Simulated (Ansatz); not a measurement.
# SiH3 (doublet): the correlation ladder at distance H1–H2 along a hydrogen transfer = 0.836 Å, cc-pVTZ

Aim: climb from Hartree-Fock through coupled cluster and multireference methods for SiH3 (doublet) at one geometry and basis, and see what each rung misses.

Program: Ansatz 0.2.0, Gaussian basis. Level of theory: cc-pVTZ, correlated electrons: outside noble gas. These are calculated values, not measurements.

Plan: UHF; CCSD(T) on ROHF; CCSD(T) on UHF; BCCD(T) on ROHF; CISD; CCSDT(Q) on ROHF; CCSDT(Q) on UHF; CASSCF and NEVPT2, 7 electrons in 7 orbitals.

### 1 The system

The geometry derives from fragments relaxed apart (PBE0/def2-TZVP) and kept rigid, so it is no stationary point. A hydrogen atom is moved between rigid fragments.

4 atoms, charge 0, spin multiplicity 2.

Atoms are counted from 1 here; the program's logs count them from 0.

Bond lengths: H1–H2 0.836 Å, Si3–H4 1.532 Å.

In the tables R marks a restricted open-shell determinant and U an unrestricted one; 'valence' is the active space of 7 electrons in 7 orbitals; correlation energies count from the lowest restricted Hartree-Fock solution.

### 2 UHF

The input, in.yaml:

```yaml
crystal:
  periodic: [false, false, false]
  atoms:
    - {symbol: H, position_ang: [-2.680936, 0.047936, 0.000000]}
    - {symbol: H, position_ang: [-1.844936, 0.047936, 0.000000]}
    - {symbol: Si, position_ang: [0.143064, 0.047936, 0.000000]}
    - {symbol: H, position_ang: [0.539498, -1.431577, 0.000000]}
basis:
  gaussian: {orbitals: cc-pVTZ}
magnetization: {spin_polarized: true, initial_magnetization: 1}
hamiltonian: {xc: hf}
output: {orbitals: {seedname: orbitals}}
```

Run with:

```bash
$ ansatz run in.yaml --threads 1 --pin off --events-out ev --progress --plain --max-ram 2393MiB
```

After this run come: CCSD(T) on ROHF; CCSD(T) on UHF; BCCD(T) on ROHF; CISD; CCSDT(Q) on ROHF; CCSDT(Q) on UHF; CASSCF and NEVPT2, 7 electrons in 7 orbitals.

Before running them: what should the planned runs give, taken together? Wanted: correlation energy, UCCSDT(Q); RMP2 from UCCSDT(Q); UMP2 from UCCSDT(Q); RCCSD from UCCSDT(Q); RCCSD(T) from UCCSDT(Q); UCCSD(T) from UCCSDT(Q); RCCSDT(Q) from UCCSDT(Q); NEVPT2 valence from UCCSDT(Q); T1 diagnostic.

**Answer**, as computed:

| quantity | value |
| --- | --- |
| correlation energy, UCCSDT(Q) | -4.3840 eV |
| RMP2 from UCCSDT(Q) | +22.37 kcal/mol |
| UMP2 from UCCSDT(Q) | +23.31 kcal/mol |
| RCCSD from UCCSDT(Q) | +3.38 kcal/mol |
| RCCSD(T) from UCCSDT(Q) | +0.69 kcal/mol |
| UCCSD(T) from UCCSDT(Q) | +0.69 kcal/mol |
| RCCSDT(Q) from UCCSDT(Q) | +0.02 kcal/mol |
| NEVPT2 valence from UCCSDT(Q) | +19.78 kcal/mol |
| levels of the table within 1 kcal/mol (43 meV) | RCCSD(T), UCCSD(T), BCCD(T), RCCSDT, UCCSDT, RCCSDT(Q) |
| T1 diagnostic | 0.020 |
| effectively unpaired electrons | 1.05 |

**Reading.** RCCSD(T) lands +0.69 kcal/mol from the yardstick (0.7 % of the correlation energy). One determinant dominates. These misses are within one basis, not against nature; the frozen cores of restricted and unrestricted runs differ, which can shift their rows.
